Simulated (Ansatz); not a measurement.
## BCl$_{3}$, singlet: cost against accuracy

Geometry (MP2(full)/6-31G*, from the G2/97 set):

```yaml
atoms:
  - { symbol: B, position_ang: [0.0000, 0.0000, 0.0000] }
  - { symbol: Cl, position_ang: [0.0000, 1.7354, 0.0000] }
  - { symbol: Cl, position_ang: [1.5029, -0.8677, 0.0000] }
  - { symbol: Cl, position_ang: [-1.5029, -0.8677, 0.0000] }
```

Measured, as an electronic atomization energy: 322.7 kcal/mol (G2/97 heats of formation of molecule and atoms, with zero-point and thermal terms from B3LYP taken off; Curtiss et al., J. Chem. Phys. 106, 1063 (1997), Staroverov et al., J. Chem. Phys. 119, 12129 (2003)). The measured value holds scalar relativity and spin–orbit coupling, which all computed ones lack, and core correlation, which the wave-function levels lack. Atoms are taken at the same level; beside RHF, RMP2 and RCC rows they are unrestricted. Ansatz 0.2.0; the 6-31G* set has Cartesian d functions; a miss is computed less measured; times are wall times on shared hosts and scatter by a factor of two or so.

```
    level        basis  miss (kcal/mol)  time of the run              hardware
      RHF  cc-pV(D+d)Z            -80.7            1.3 s          1 CPU thread
     RMP2  cc-pV(D+d)Z             -5.2                –                     –
 RCCSD(T)  cc-pV(D+d)Z            -24.1            2.4 s          1 CPU thread
RCCSDT(Q)  cc-pV(D+d)Z            -23.8             12 s  H100 + 2 CPU threads
      RHF  cc-pV(T+d)Z            -78.5                –                     –
     RMP2  cc-pV(T+d)Z              9.9                –                     –
 RCCSD(T)  cc-pV(T+d)Z            -10.8            2.6 s  H100 + 2 CPU threads
RCCSDT(Q)  cc-pV(T+d)Z            -10.9          6.1 min  H100 + 2 CPU threads
      RHF  cc-pV(Q+d)Z            -78.3                –                     –
     RMP2  cc-pV(Q+d)Z             16.4                –                     –
 RCCSD(T)  cc-pV(Q+d)Z             -3.9            3.2 s  H100 + 2 CPU threads
```

HF's time is that of a plain UHF run. A dash: the level came out of a higher level's run.

A composite of the best parts (restricted reference, at this geometry, which isn't the minimum of the high levels):

```tsv
part	kcal/mol
Hartree–Fock limit (T, Q; exp(−5.46 √X))	244.41
CCSD(T) correlation limit (T, Q; X⁻³)	79.31
CCSDT − CCSD(T) (TZ)	-0.78
(Q) (TZ)	0.69
sum	323.6
sum less measured	0.9
```
